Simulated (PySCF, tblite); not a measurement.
## ammonia and ethylene

A gas-phase complex of ammonia and ethylene; neutral, singlet. The structure comes from a short search (6 tight-binding starts) and was relaxed by PBE0-D3(BJ)/def2-SVPD; another way of binding may lie lower. No frequency run checks that it is a minimum.

```
part      name  SMILES  atoms  charge  multiplicity
   1   ammonia       N    1–4       0             1
   2  ethylene     C=C   5–10       0             1
```

```xyz
10

N     0.280   -0.162   -0.074
H     1.113   -0.140   -0.655
H    -0.449   -0.623   -0.611
H    -0.015    0.800    0.066
C    -2.315   -0.292    2.925
C    -1.078   -0.764    3.068
H    -3.019   -0.251    3.760
H    -2.677    0.074    1.960
H    -0.724   -1.130    4.035
H    -0.379   -0.799    2.227
```
Atom numbers follow the order of the file, from 1.

```json
{"contact": "H10···N1", "kind (by geometry)": "C–H hydrogen bond", "distance (Å)": "2.477", "angle (°)": "151"}
```

Interaction energies are complex less parts, with the parts frozen as they stand in it; counterpoise-corrected, in kcal/mol (PySCF).

(1) How strongly do the parts interact, level by level?

(2) What holds them together? Decompose the wB97M-D3(BJ)/def2-TZVPD energy: frozen parts, their antisymmetrised product, then relaxation.

The parts were also relaxed and run alone, at the levels used for the complex: shieldings by PBE0/pcSseg-2.

Values alone: C6–H10 bond (Å): 1.092; shielding of H10 (ppm): 25.49; shielding of N1 (ppm): 262.5; shielding of C6 (ppm): 49.2.

(3) What does binding change?

Results:

(1) 
| level | interaction | superposition error removed |
| --- | --- | --- |
| wB97M-D3(BJ)/def2-TZVPD | -1.35 | -0.16 |
| PBE0-D3(BJ)/def2-TZVPD | -1.55 | -0.14 |

(2) electrostatic -2.4, Pauli repulsion +2.7, orbital relaxation -0.9, dispersion correction -0.8 kcal/mol, which sum to the value before the counterpoise correction; the Pauli term holds the exchange-correlation of the frozen density too. Of the attraction, 58 % is electrostatic, 23 % is orbital relaxation, 19 % is dispersion correction.

(3) 
| property | alone | in the complex | change |
| --- | --- | --- | --- |
| C6–H10 bond (Å) | 1.092 | 1.094 | +0.001 |
| shielding of H10 (ppm) | 25.49 | 24.03 | -1.47 |
| shielding of N1 (ppm) | 262.5 | 258.3 | -4.2 |
| shielding of C6 (ppm) | 49.2 | 44.2 | -5.1 |

The 3 runs behind this took 37 s in all, one thread each of AMD EPYC 9R45 96-Core on a shared host, launched as `OMP_NUM_THREADS=1 python cluster_run.py task.json out`.
